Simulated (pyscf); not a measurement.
Optimised with ωB97X-D3(BJ)/def2-SVP in PySCF.

PBE/def2-TZVP puts the barrier of H₂N–AlH₂ → HN=AlH + H₂ (elimination; singlet surface; H–N, Al–H broken, H–H formed) at 66.0 kcal/mol and the reaction energy at +65.0 kcal/mol, from the reactant's lowest minimum found. What do r²SCAN/def2-TZVP, PBE0-D3(BJ)/def2-TZVP, ωB97M-D3(BJ)/def2-TZVP give on the same structures?

r²SCAN: ΔE‡ = 70.0 kcal/mol, ΔE = +68.0 kcal/mol; PBE0-D3(BJ): ΔE‡ = 72.5 kcal/mol, ΔE = +71.0 kcal/mol; ωB97M-D3(BJ): ΔE‡ = 74.8 kcal/mol, ΔE = +69.4 kcal/mol. PBE's barrier lies under all of them, by 4.0 to 8.8 kcal/mol. Its reaction energy lies under all of them, by 3.1 to 6.0 kcal/mol. At the saddle there is also a short Al–H contact that neither side keeps. HN=AlH lies 44.5 kcal/mol over its isomer H₂N–Al [singlet] (electronic energy, ωB97M-D3(BJ)/def2-TZVP). One saddle was located; it need not be the lowest between these sides.
